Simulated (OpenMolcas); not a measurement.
**AlH2Cl (SMILES [H][Al]([H])[Cl]): levels of theory compared**

We compute a comparison of 6 runs (HF/STO-3G, B3LYP/STO-3G, MP2/STO-3G, ACPF/STO-3G, CISD/STO-3G, CCSD(T)/STO-3G) of AlH2Cl. 

The calculation is run with OpenMolcas 26.06.

1 further run of the same task is left out (set aside as unsound or not needed).

### Step 1. Starting point

The species is AlH2Cl (4 atoms), meant as a singlet with charge 0. SMILES: `[H][Al]([H])[Cl]`. The shape comes from GFN2-xTB, which is rough for such elements, and wasn't checked as a minimum.

Bond lengths: Al1–Cl4 2.014 Å, Al1–H2 1.538 Å, Al1–H3 1.538 Å. Angles: H2–Al1–Cl4 121.9°, H3–Al1–Cl4 121.9°, H2–Al1–H3 116.1°.

### Step 2. The energy at HF/STO-3G (run 1)

File job.inp:

```
>>> EXPORT MOLCAS_PRINT=2
&GATEWAY
BasLib
$CurrDir
Coord
4
angstrom
Al       0.049780       0.082930      -0.002200
H        1.587020       0.109500       0.013310
H       -0.651090       1.451440      -0.019500
Cl      -0.985710      -1.643880       0.008400
Basis
STO-3G
Group
NoSym
&SEWARD
&SCF
Thresholds
1e-10 1e-07 1e-07 1e-05
PrOrbitals
1 1
```

The basis set STO-3G is read from a file made from the Basis Set Exchange's data (not shown).

Run with:

```console
$ export MOLCAS_MEM=1860
$ pymolcas job.inp > job.log
```

Output:

```text
--- Start Module: gateway ---
[...]
--- Stop Module: gateway /rc=_RC_ALL_IS_WELL_ ---
--- Start Module: seward ---
[...]
      Basis functions           20
--- Stop Module: seward /rc=_RC_ALL_IS_WELL_ ---
--- Start Module: scf ---
[...]
       Convergence after  10 Iterations
[...]
::    Total SCF energy                               -694.8306073856
[...]
      Total spin, S                                     0.0000000000
[...]
      Total electronic charge=   32.000000
      Total            charge=   -0.000000
[...]
      Dipole Moment (debye):
      Origin of the operator (angstrom)=   -0.5031   -0.8391    0.0036
                   X=  1.1874E+00               Y=  1.9797E+00               Z= -2.4978E-02           Total=  2.3086E+00
      Quadrupole Moment (debye*angstrom):
[...]
--- Stop Module: scf /rc=_RC_ALL_IS_WELL_ ---
[...]
```

Run time: 1.6 s. Hardware: 1 thread of Intel Xeon Platinum 8375C at 2.90GHz (Ice Lake), shared host; peak memory 0.37 GiB.

### Step 3. A single-point energy at B3LYP/STO-3G (run 2)

File job.inp:

```
&GATEWAY
  BasLib=$CurrDir
  Coord
  4
  angstrom
  Al       0.049780       0.082930      -0.002200
  H        1.587020       0.109500       0.013310
  H       -0.651090       1.451440      -0.019500
  Cl      -0.985710      -1.643880       0.008400
  Basis=STO-3G
  Group=NoSym

&SEWARD
  GridInput
  Grid=UltraFine
  End of Grid

&SCF
  KSDFT=B3LYP
  Thresholds=1e-10 1e-07 1e-07 1e-05
  PrOrbitals=1 1
```

The basis set STO-3G is read from a file made from the Basis Set Exchange's data (not shown).

Run with:

```console
$ export MOLCAS_MEM=1860
$ pymolcas job.inp > job.log
```

Output:

```text
--- Start Module: gateway ---
[...]
--- Stop Module: gateway /rc=_RC_ALL_IS_WELL_ ---
--- Start Module: seward ---
[...]
      Basis functions           20
--- Stop Module: seward /rc=_RC_ALL_IS_WELL_ ---
--- Start Module: scf ---
[...]
       Convergence after  10 Iterations
[...]
::    Total KS-DFT energy                            -695.9571350147
[...]
      Total spin, S                                     0.0000000000
[...]
      Total electronic charge=   32.000000
      Total            charge=   -0.000000
[...]
      Dipole Moment (debye):
      Origin of the operator (angstrom)=   -0.5031   -0.8391    0.0036
                   X=  1.0116E+00               Y=  1.6865E+00               Z= -2.1228E-02           Total=  1.9668E+00
      Quadrupole Moment (debye*angstrom):
[...]
--- Stop Module: scf /rc=_RC_ALL_IS_WELL_ ---
[...]
```

Run time: 3.6 s. Hardware: 1 thread of Intel Xeon Platinum 8375C at 2.90GHz (Ice Lake), shared host; peak memory 0.37 GiB.

Runs 3 to 5 aren't shown in full; the table further down has their settings and results.

### Step 4. The energy at CCSD(T)/STO-3G (Cholesky decomposition) (run 6)

File job.input:

```
* AlClH2 CCSD(T)
&GATEWAY
BasLib
$CurrDir
Coord
4
angstrom
Al       0.049780       0.082930      -0.002200
H        1.587020       0.109500       0.013310
H       -0.651090       1.451440      -0.019500
Cl      -0.985710      -1.643880       0.008400
Basis
STO-3G
Group
NoSym
&SEWARD
High
&SCF
Thresholds
1e-10 1e-07 1e-07 1e-05
PrOrbitals
1 1
&CHCC
Frozen
10
Threshold
1e-08
MaxIterations
80
&CHT3
Frozen
10
```

The basis set STO-3G is read from a file made from the Basis Set Exchange's data (not shown).

Run with:

```console
$ export MOLCAS_MEM=1860
$ pymolcas job.input > job.log
```

Output:

```text
--- Start Module: gateway ---
[...]
--- Stop Module: gateway /rc=_RC_ALL_IS_WELL_ ---
[...]
      Basis functions           20
[...]
       Convergence after   9 Iterations
[...]
::    Total SCF energy                               -694.8306073535
[...]
      Total spin, S                                     0.0000000000
[...]
      Total electronic charge=   32.000000
      Total            charge=   -0.000000
[...]
      Dipole Moment (debye):
      Origin of the operator (angstrom)=   -0.5031   -0.8391    0.0036
                   X=  1.1874E+00               Y=  1.9797E+00               Z= -2.4978E-02           Total=  2.3086E+00
      Quadrupole Moment (debye*angstrom):
[...]
--- Start Module: chcc ---
[...]
--- Stop Module: chcc /rc=_RC_ALL_IS_WELL_ ---
--- Start Module: cht3 ---
[...]
--- Stop Module: cht3 /rc=_RC_ALL_IS_WELL_ ---
[...]
```

It took 1.9 s on 1 thread of Intel Xeon Platinum 8375C at 2.90GHz (Ice Lake), shared host; peak memory 0.093 GiB.

### Step 5. The series

| run | level | integration grid | frozen core orbitals | energy (Eh) | dipole moment (D) of the reference | HOMO energy (eV) | LUMO energy (eV) | wall time |
| --- | --- | --- | --- | --- | --- | --- | --- | --- |
| 1 | HF/STO-3G | – | – | -694.830607 | 2.31 | -9.39 | 7.94 | 1.6 s |
| 2 | B3LYP/STO-3G | UltraFine | – | -695.957135 | 1.97 | -5.78 | 3.17 | 3.6 s |
| 3 | MP2/STO-3G | – | 10 | -694.862894 | 2.31 | -9.39 | 7.94 | 1.6 s |
| 4 | ACPF/STO-3G | – | 10 | -694.877150 | 2.31 | -9.39 | 7.94 | 1.8 s |
| 5 | CISD/STO-3G | – | 10 | -694.875772 | 2.31 | -9.39 | 7.94 | 1.7 s |
| 6 | CCSD(T)/STO-3G (Cholesky decomposition) | – | 10 | -694.877196 | 2.31 | -9.39 | 7.94 | 1.9 s |

### Step 6. Outcome

| quantity | value |
| --- | --- |
| run 6: total energy | -694.87720 Eh |
| run 6: dipole moment (mean-field density) | 2.31 D |
| run 6: HOMO energy (Hartree–Fock orbitals) | -9.39 eV |
| run 6: LUMO energy (Hartree–Fock orbitals) | 7.94 eV |
| run 6: HOMO–LUMO gap (Hartree–Fock orbitals) | 17.34 eV |
| run 6: correlation energy (10 core orbitals frozen) | -46.6 mEh |
| run 6: (T) correction | -0.67 mEh |

**Reading.** Below the HF energy at the same shape and in the same basis (STO-3G): MP2 -32.3 mEh; ACPF -46.5 mEh; CISD -45.2 mEh; CCSD(T) -46.6 mEh. In runs 1, 2, 3, 4, 5, 6 the basis is minimal, so the values are rough. All runs together took 12 s, the longest 3.6 s.
